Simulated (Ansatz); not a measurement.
# AlH4 (doublet): wave-function methods side by side, cc-pVTZ

An exercise on one series of results from a longer session: the logs are not shown, and one member is left open.

Program: Ansatz 0.2.0, Gaussian basis. Level of theory: cc-pVTZ, core rule «outside noble gas», up to 5 orbitals frozen. These are calculated values, not measurements.

The runs, in order: UHF; CCSD(T) on ROHF; CCSD(T) on UHF; BCCD(T) on ROHF; CCSDT(Q) on ROHF; CCSDT(Q) on UHF.

10 further runs of the same task are left out: 6 for a known fault of the program, 4 set aside as unsound or not needed.

### The system

The geometry is a PBE0/def2-TZVP stationary point (not a proven minimum).

5 atoms, charge 0, spin multiplicity 2.

Atoms are counted from 1 here; the program's logs count them from 0.

Bond lengths: Al1–H4 1.595 Å, Al1–H5 1.595 Å, H2–H3 0.766 Å. Angles: H4–Al1–H5 120.0°.

Geometry (Å):

```xyz
5
charge 0, multiplicity 2
Al   -0.0599    0.0001   -0.1328
H     0.4487    0.0018    1.9858
H    -0.3171   -0.0089    1.9564
H     0.7333    1.3833   -0.1888
H     0.7376   -1.3801   -0.1993
```

The first run:

in.yaml

```yaml
crystal:
  periodic: [false, false, false]
  atoms:
    - {symbol: Al, position_ang: [-0.059867, 0.000147, -0.132768]}
    - {symbol: H, position_ang: [0.448722, 0.001802, 1.985772]}
    - {symbol: H, position_ang: [-0.317066, -0.008906, 1.956389]}
    - {symbol: H, position_ang: [0.733301, 1.383310, -0.188797]}
    - {symbol: H, position_ang: [0.737612, -1.380129, -0.199290]}
basis:
  gaussian: {orbitals: cc-pVTZ}
magnetization: {spin_polarized: true, initial_magnetization: 1}
hamiltonian: {xc: hf}
output: {orbitals: {seedname: orbitals}}
```

Launch:

```bash
$ ansatz run in.yaml --threads 1 --pin off --events-out ev --progress --plain --max-ram 2816MiB --backend cpu
```

Steps of the session up to this table: UHF; CCSD(T) on ROHF; CCSD(T) on UHF; BCCD(T) on ROHF; CCSDT(Q) on ROHF; CCSDT(Q) on UHF.

One of the session's tables, all rows but one given; the rest of the session is left out.

| method | from UCCSDT(Q) (meV) |
| --- | --- |
| ROHF | +3668.3 |
| UHF | +3644.6 |
| RMP2 | +798.7 |
| UMP2 | ? |
| RCCSD | +76.9 |
| UCCSD | +75.7 |
| RCCSD(T) | +18.6 |
| UCCSD(T) | +17.9 |
| BCCD(T) | +18.2 |
| RCCSDT | +2.0 |
| UCCSDT | +1.2 |
| RCCSDT(Q) | +0.8 |
| UCCSDT(Q) | 0 |

Q: Estimate the row for UMP2 from the others.

As computed: from UCCSDT(Q) (meV): +794.4. In the column «from UCCSDT(Q) (meV)» it lies between RCCSD (+76.9) and RMP2 (+798.7).

With the free atoms at the same levels and basis (separate runs), the atomisation energy is 10.057 eV at UCCSDT(Q), 10.052 eV at RCCSD(T), 10.052 eV at UCCSD(T), 7.927 eV at ROHF.

To keep in mind: Restricted and unrestricted rows rest on different reference determinants; where their highest levels disagree by more than a few hundredths of an eV, they describe different states and don't form one ladder.
